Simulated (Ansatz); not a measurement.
## Multireference treatment of H₂O, singlet

Program: Ansatz, Gaussian basis, development build. Basis 6-31G, nonrelativistic, 1 orbital frozen in the corrections. State-specific CASSCF; RHF is the lowest restricted (open-shell) Hartree–Fock solution met. A minimal or small basis: far from the basis limit. No symmetry is imposed, so a solution can break that of the shape. The lowest solution met needn't be the lowest there is, nor hold the orbitals that a chemist would pick.

Geometry:

```xyz
3

O     0.0000    0.0000   -0.1316
H     0.0000    0.8296    0.5265
H     0.0000   -0.8296    0.5265
```

**Question.** What do CASSCF and its corrections give against RHF in CAS(8,6), and what are the occupations?

**Answer.** CASSCF -1.791 eV, SC-NEVPT2 -3.683 eV; occupations 2.00, 2.00, 1.97, 1.96, 0.04, 0.03.
